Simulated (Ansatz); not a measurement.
# CH4BLi (SMILES [Li][BH]C): one structure at several levels

The atoms stand at a frame of a short trajectory. How far do the functionals agree with CCSD(T) there?

The runs use Ansatz 0.2.0, Gaussian basis; single points in def2-TZVPP.

Cores are frozen in the correlated methods. The outer core shell of Li, Na, Mg and K is correlated.

1 further run of the same task is left out (it didn't finish).

**1. The system as given**

SMILES `[Li][BH]C`, 7 atoms, charge 0, spin multiplicity 1.

Atoms are counted from 1 here; the program's logs count them from 0.

Bond lengths: Li1–B2 2.164 Å, B2–C3 1.592 Å, B2–H4 1.232 Å, C3–H5 1.186 Å, C3–H6 1.183 Å, C3–H7 1.106 Å. Angles: Li1–B2–C3 81.6°, Li1–B2–H4 148.1°, C3–B2–H4 116.3°, B2–C3–H5 123.5°, B2–C3–H6 85.9°, B2–C3–H7 129.3°, H5–C3–H6 95.1°, H5–C3–H7 104.7°, H6–C3–H7 106.2°.

As a file:

```xyz
7

Li   -2.0108   -0.0393   -0.8787
B    -0.3954   -0.9633    0.2260
C     0.3007    0.4360   -0.0793
H     0.3569   -1.9291    0.3673
H    -0.2209    1.4827    0.1152
H     0.7635    0.3468    1.0056
H     1.1450    0.6650   -0.7561
```

**2. PBE-D4/def2-TZVPP**

Contents of run/in.yaml:

```yaml
crystal:
  periodic: [false, false, false]
  atoms:
    - {symbol: Li, position_ang: [-2.010803, -0.039319, -0.878675]}
    - {symbol: B, position_ang: [-0.395433, -0.963262, 0.225955]}
    - {symbol: C, position_ang: [0.300730, 0.435972, -0.079261]}
    - {symbol: H, position_ang: [0.356938, -1.929136, 0.367300]}
    - {symbol: H, position_ang: [-0.220887, 1.482741, 0.115236]}
    - {symbol: H, position_ang: [0.763513, 0.346806, 1.005566]}
    - {symbol: H, position_ang: [1.145006, 0.665001, -0.756130]}
basis:
  gaussian: {orbitals: def2-TZVPP}
hamiltonian: {xc: pbe, dispersion: d4}
output: {forces: true}
```

Launch:

```console
ansatz run in.yaml --threads 2 --pin off --events-out ev --progress --plain --max-ram 3481MiB
```

**3. r2SCAN-D4/def2-TZVPP**

Edit run/in.yaml of step 2 so:

```diff
@@ -12,3 +12,3 @@
   gaussian: {orbitals: def2-TZVPP}
-hamiltonian: {xc: pbe, dispersion: d4}
+hamiltonian: {xc: r2scan, dispersion: d4}
 output: {forces: true}
```

**4. PBE0-D4/def2-TZVPP**

Edit run/in.yaml of step 3 so:

```diff
@@ -12,3 +12,3 @@
   gaussian: {orbitals: def2-TZVPP}
-hamiltonian: {xc: r2scan, dispersion: d4}
-output: {forces: true}
+hamiltonian: {xc: pbe0, dispersion: d4}
+output: {forces: true, orbitals: {seedname: orbitals}}
```

**5. wB97M-V/def2-TZVPP**

Edit run/in.yaml of step 4 so:

```diff
@@ -12,3 +12,3 @@
   gaussian: {orbitals: def2-TZVPP}
-hamiltonian: {xc: pbe0, dispersion: d4}
-output: {forces: true, orbitals: {seedname: orbitals}}
+hamiltonian: {xc: {name: wB97M-V}}
+output: {forces: true}
```

**6. CCSD(T)/def2-TZVPP**

Edit run/in.yaml of step 5 so:

```diff
@@ -12,3 +12,3 @@
   gaussian: {orbitals: def2-TZVPP}
-hamiltonian: {xc: {name: wB97M-V}}
+correlation: {method: ccsd_t}
 output: {forces: true}
```

(Steps that only read results are left out.)

Q: Predict the outcome of this session. Wanted: energy less free atoms, CCSD(T)/def2-TZVPP; RMS force component; RMS force error; HOMO and LUMO, PBE0-D4; T1 diagnostic.

The runs gave:

| quantity | value |
| --- | --- |
| energy less free atoms, CCSD(T)/def2-TZVPP | -21.053 eV |
| RMS force component | 0.823 to 0.960 eV/Å over the methods |
| RMS force error | PBE-D4 0.215, r2SCAN-D4 0.137, PBE0-D4 0.133, wB97M-V 0.089 eV/Å |
| HOMO and LUMO, PBE0-D4 | -3.95 and -1.22 eV |
| T1 diagnostic | 0.011 |

In words: Against CCSD(T) the functionals' energies less atoms differ by -0.895 to -0.581 eV, PBE-D4 by -0.895 eV. CCSD(T) in triple zeta still lacks some correlation energy of the bonds, so part of these gaps is its own basis error and they don't rank the functionals. For forces wB97M-V does best and PBE-D4 worst. Frozen-core CCSD(T) forces in triple zeta carry basis errors of their own, and this is one geometry, so small gaps rank nothing. The restricted Hartree–Fock reference is unstable towards an unrestricted one at one or more of these structures.
